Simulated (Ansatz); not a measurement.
A made-up structure of CH5BN (charge -1), singlet:

```
8
angstrom
B -0.3222 1.0586 -0.7840
N 0.3924 0.6238 0.2878
C 0.3245 -0.7450 0.6776
H -1.0495 0.3021 -1.4562
H -0.2889 2.2311 -1.1503
H -0.0353 -0.8646 1.7175
H 0.1511 1.9841 -0.2923
H -0.3399 -1.3751 0.0411
```

It is relaxed with PBE-D4/def2-SVPD and then PBE0-D4/def2-TZVPD (Ansatz 0.2.0). Atoms count as bonded within 1.22 times the sum of their covalent radii (H–H: 0.88 Å). The end point is not checked to be a true minimum.

Task: Does its bonding change? (Judge from chemistry; the calculation decides.)

Result: The calculation gives: No: no bond forms or breaks.

Where it ends: The first stage lowers the energy by 4.73 eV in 16 steps. It ends as CH₅BN ([BH3][N][CH2]), total charge -1:
```
8
angstrom
B -0.3286 1.2775 -0.7021
N 0.3720 0.5652 0.4659
C 0.1695 -0.6492 0.7004
H -1.0796 0.5021 -1.3331
H 0.5306 1.7393 -1.4626
H 0.6692 -1.1681 1.5375
H -0.9852 2.2264 -0.2569
H -0.5156 -1.2780 0.0922
```

Labels in which every atom is bracketed show which atoms are joined, not bond orders.

For scale, one of the runs: PBE0-D4/def2-TZVPD relaxation, 156 basis functions, launched by `ansatz run in.yaml --threads 2 --pin off --events-out ev --progress --plain --max-ram 4352MiB`. The run took about 21 s on 2 CPU threads of an Arm Neoverse V2 (shared host).
